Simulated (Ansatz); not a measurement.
The cluster BC2⁻. Total charge -1; triplet. Geometry PBE0-D4/def2-TZVP, that of the neutral doublet; atoms count from 1.

| atom | x (Å) | y (Å) | z (Å) |
| --- | --- | --- | --- |
| B1 | -0.585 | 0.042 | 1.205 |
| C2 | 0.017 | -0.002 | -0.027 |
| C3 | 0.568 | -0.040 | -1.177 |

The highest occupied level of the charge -1 triplet lies above zero (up to 0.84 eV). By energy differences its removal costs 1.29 eV (vertical, to the charge 0 doublet, at PBE0-D4/def2-TZVPD); a positive level beside a positive removal energy at the same level points to self-interaction error. At PBE0-D4/def2-TZVPD a singlet of charge -1 lies 1.46 eV below the triplet at the same geometry. The structure comes from a short search, and lower isomers may exist.

**Question.** Estimate the Mulliken populations from the PBE0/def2-TZVPD orbitals of Ansatz.

**Answer.** 
```tsv
atom	charge (e)	spin (α − β)
B1	-0.80	1.75
C2	0.55	-0.23
C3	-0.75	0.48
```
Mulliken values and Mayer orders depend strongly on the basis. With diffuse functions, as here, like atoms can get unlike values, and bond orders can come out too low or too high.

**Question.** Where does the spin sit?

**Answer.** Summed by element: B 1.75, C 0.25, of 2 unpaired in all. Largest on single atoms: B1 1.75, C3 0.48, C2 -0.23.

**Question.** And the Mayer bond orders between bonded heavy atoms (over 0.3)?

**Answer.** B1–C2 1.80 (1.37 Å); C2–C3 0.56 (1.28 Å). Values over 0.3 also appear between atoms too far apart for a bond (B1–C3 0.46 at 2.65 Å); they arise where an orbital or an unpaired electron spreads over both atoms.
